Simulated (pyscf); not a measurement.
Structures and frequencies: ωB97X-D3(BJ)/def2-SVP in PySCF.

Problem. Estimate the classical barrier height and the reaction energy of F–Mo(F)(F)(F)=S (SMILES [F][Mo]([F])([F])([F])=[S]) + HF (SMILES F) -> F–Mo(F)(F)(F)(F)–SH (SMILES [F][Mo]([F])([F])([F])([F])[SH]) at ωB97M-D3(BJ)/def2-TZVP. The step runs on the singlet surface, breaks F–H and forms H–S, F–Mo; take the separated reactants as zero.

Solution. ΔE‡ = 31.6 kcal/mol, ΔE = +13.3 kcal/mol. Zero-point energy shifts the barrier by -0.9 kcal/mol. It is an addition across a multiple bond or ene-type step, with an imaginary mode of 1111i cm⁻¹. On the reactant side the descent ends in a complex (not fully relaxed), 4.1 kcal/mol under the separated species and 34.1 kcal/mol under the saddle at ωB97X-D3(BJ)/def2-TZVP. One saddle was located; it need not be the lowest between these sides. Elements past Kr carry the def2 core potentials, without spin-orbit coupling.
